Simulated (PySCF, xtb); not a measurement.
Si(Cl)4 anion (Cl₄Si), SMILES Cl[Si](Cl)(Cl)Cl (connectivity only; charge and spin as stated), charge -1, multiplicity 2.

Geometry: PBE0-D3(BJ)/def2-SVPD. The spin state was assumed, not searched. The isomer is the one that the SMILES or the coordinates give; other isomers of the formula were not compared.

These are C-PCM-PBE0/def2-SVPD in PySCF values and carry that method's errors.

The values are the electrostatic part of the solvation free energy, E(continuum) − E(gas) at the gas-phase geometry, in a cavity of scaled van der Waals radii (PySCF's table); cavitation and dispersion terms are not included.

```
solvent             ε  ΔG(elec) (kcal/mol)
--------------  -----  -------------------
water           78.36                -46.2
ethylethanoate   5.99                -38.9
chloroform       4.71                -36.8
```

For comparison, GFN2-xTB/ALPB(water) (xtb, at the GFN2-xTB geometry, all terms of that model) gives -44.7 kcal/mol.
